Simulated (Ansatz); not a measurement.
Results of r²SCAN+rVV10 (plane waves, PAW; Ansatz, a program for electronic structure) for fcc Sr.

Numerical settings: plane-wave cutoff 560 eV, 16×16×16 k mesh, Fermi–Dirac smearing 0.05 eV, scalar-relativistic PAW data made under PBE.

Energies at three volumes about the minimum:

| V (Å³/atom) | E − E_lowest (meV/atom) |
|---|---|
| 54.615 | 0.87 |
| 55.730 | 0.00 |
| 56.844 | 0.79 |

### Question
Fit a parabola by hand: where is the minimum, what lattice constant follows, and what is the bulk modulus?

### Answer
Slopes: (0.00 − 0.87)/(55.730 − 54.615) = -0.780 and (0.79 − 0.00)/(56.844 − 55.730) = 0.709 meV/Å³. Curvature E″ = 2 × (0.709 − (-0.780))/(56.844 − 54.615) = 1.336 meV/Å⁶. From the middle of the first interval, the slope vanishes at V0 = 55.1725 − (-0.780)/1.336 = 55.756 Å³/atom. B = V0 E″ = 55.756 × 1.336 meV/Å³ × 0.1602 GPa per meV/Å³ = 11.9 GPa. With 4 atoms in the cube, a = (4 × 55.756)^(1/3) = 6.064 Å. The full Birch–Murnaghan fit to all volumes gives V0 = 55.744 Å³/atom and B0 = 11.9 GPa.

Measured, for comparison: bulk modulus 12.5 GPa (corrected for temperature and zero-point phonon effects, our sources range from 12.0 to 12.5; as tabulated in Levämäki et al. (2014), arXiv:1402.3671); lattice constant a 6.045 Å (low-temperature or extrapolated to 0 K; zero-point anharmonic expansion removed; as tabulated in Csonka et al. (2009), arXiv:0903.4037). Computed (rounded) less measured: bulk modulus -5 % (-0.8 % to -5 % over the range).
